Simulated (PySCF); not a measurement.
Lewis adducts of Al(H)3. All species are isolated molecules in the gas phase. One relaxed conformer stands for each flexible species; it need not be the lowest. Strings in code marks are SMILES.

Quantity: vertical ionisation energy (energy after one electron is removed minus that of the parent at the parent's geometry), in eV.

A: `CC#N`
B: `[AlH3]`
C: `COC`
D: `CO`
E: `N`

Task: Put the candidates in order of vertical ionisation energy (energy after one electron is removed minus that of the parent at the parent's geometry), lowest first, for B3LYP/6-31G* // B3LYP-D3(BJ)/def2-SVP (PySCF).

Result: C (9.78 eV), D (10.64 eV), E (10.78 eV), B (11.22 eV), A (12.08 eV)
